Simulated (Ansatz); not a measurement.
A made-up structure of Si$_{2}$H$_{7}$S (charge +1), closed shell:

Si1  (-0.442, -1.066, -0.378)
S2  (-1.393, 0.973, -0.546)
Si3  (1.380, -0.688, 0.898)
H4  (-2.329, 0.773, -1.512)
H5  (-0.383, 1.820, -0.878)
H6  (-1.875, 1.127, 0.717)
H7  (0.203, -1.090, -1.643)
H8  (2.034, 0.497, 0.312)
H9  (0.748, -0.461, 2.210)
H10  (2.123, -1.953, 0.760)
(Å)

It is relaxed with PBE-D4/def2-SVP and then PBE0-D4/def2-TZVP (Ansatz 0.2.0). Atoms count as bonded within 1.22 times the sum of their covalent radii (H–H: 0.88 Å). The end point is not checked to be a true minimum.

Problem. Does its bonding change? (A judgement: the text doesn't fix the answer.)

Solution. The calculation gives: No: no bond forms or breaks.

Where it ends: The first stage lowers the energy by 1.88 eV in 19 steps. It ends as Si₂H₇S ([SiH3][SiH][SH3]), total charge +1:
| atom | x (Å) | y (Å) | z (Å) |
| --- | --- | --- | --- |
| Si1 | -0.6163 | -1.4797 | -0.4059 |
| S2 | -1.1529 | 0.7126 | -0.5887 |
| Si3 | 1.2393 | -0.6641 | 0.9142 |
| H4 | -2.1581 | 1.1000 | -1.4285 |
| H5 | -0.3782 | 1.8317 | -0.8323 |
| H6 | -1.7162 | 1.2133 | 0.5390 |
| H7 | 0.0355 | -1.1667 | -1.7433 |
| H8 | 1.7499 | 0.6520 | 0.4330 |
| H9 | 0.8056 | -0.5429 | 2.3264 |
| H10 | 2.2560 | -1.7252 | 0.7262 |

Labels in which every atom is bracketed show which atoms are joined, not bond orders.

For scale, one of the runs: PBE0-D4/def2-TZVP relaxation, 153 basis functions, launched by `ansatz run in.yaml --threads 2 --pin off --events-out ev --progress --plain --max-ram 4352MiB`. Hardware: 2 CPU threads of an Arm Neoverse V2, shared host. Wall time about 2 min.
